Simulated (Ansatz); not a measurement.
AsH2⁺, triplet: reading a ladder of total energies

Geometry: a PBE0/def2-TZVP stationary point for this spin, not checked as a minimum. The singlet lies 0.3 eV lower here.

```yaml
atoms:
  - { symbol: As, position_ang: [0.0000, -0.0191, 0.0000] }
  - { symbol: H, position_ang: [0.0000, 0.7098, -1.3240] }
  - { symbol: H, position_ang: [0.0000, 0.7098, 1.3240] }
```

Basis cc-pVDZ; Ansatz 0.2.0. Correlated methods freeze the noble-gas cores and the filled d shells of p-block atoms, which leaves 6 electrons in 23 orbitals. Prefix R: restricted or restricted open-shell reference. No spin–orbit coupling is included, and no scalar relativity.

Full CI is exact within this basis and frozen core; it isn't the basis-set limit.

Runs differ by some tens of microhartree through their thresholds and, for an open shell, their frozen cores, so steps under 0.03 kcal/mol mean nothing.

| level | total energy (hartree) |
| --- | --- |
| RHF | -2234.968213 |
| RMP2 | -2235.044698 |
| RCCSD | -2235.065987 |
| RCCSD(T) | -2235.067963 |
| RCCSDT | -2235.068540 |
| RCCSDT(Q) | -2235.068582 |
| RCCSDTQ | -2235.068591 |
| full CI | -2235.068571 |

What is the correlation energy at full CI, and what share of it do RMP2 and RCCSD(T) recover?

E(corr) = -2235.068571 − (-2234.968213) = -0.100358 hartree = -2.731 eV. RMP2: -0.076485 / -0.100358 = 76.21 %. RCCSD(T): -0.099750 / -0.100358 = 99.39 %.

By how many kcal/mol does RCCSD(T) miss full CI (1 hartree = 627.509 kcal/mol), and which steps make up the rest?

-2235.067963 − (-2235.068571) = 0.000608 hartree = 0.38 kcal/mol. Steps: RCCSDT − RCCSD(T) = -0.36, RCCSDT(Q) − RCCSDT = -0.03, RCCSDTQ − RCCSDT(Q) = -0.01, full CI − RCCSDTQ = 0.01 kcal/mol. That is within 1 kcal/mol of the reference in this basis, which itself misses far more of the correlation at the basis-set limit.
